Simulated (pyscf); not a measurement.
**Routes from HAs=InH + hydrogen (H₂)**

Candidate steps break at most two bonds and form at most two. Each was searched with GFN2-xTB (tblite) first. PySCF, gas phase, ωB97X-D3(BJ)/def2-SVP geometries. Energies: ωB97M-D3(BJ)/def2-TZVP, kJ/mol, from the separated reactants, singlet surface; ΔG‡ with ideal gas, 1 atm, RRHO with modes under 100 cm⁻¹ raised to 100, one conformer, R ln 2 for chiral ones without a mode under 150 cm⁻¹.

| products | type | ΔE‡ | ΔE | ΔG‡ 298 K | ΔG‡ 900 K | ν‡ (cm⁻¹) |
|---|---|---|---|---|---|---|
| H₂As–InH₂ | addition across a multiple bond or ene-type step | 136.5 | -91.9 | 167.5 | 240.2 | 1676i |
| H₂As–In [singlet] + H₂ | concerted two-bond exchange | 195.7 | -93.8 | 228.1 | 298.9 | 1428i |

Plain bond fissions and candidates not yet searched are not listed, and one of them may be faster. Each barrier is that of the saddle found; lower ones may exist. A restricted solution here is unstable towards spin polarisation, so biradical character is likely and single-reference numbers are less safe. Elements up to Kr have no core potential and no relativistic terms here. Elements past Kr carry the def2 core potentials, without spin-orbit coupling.
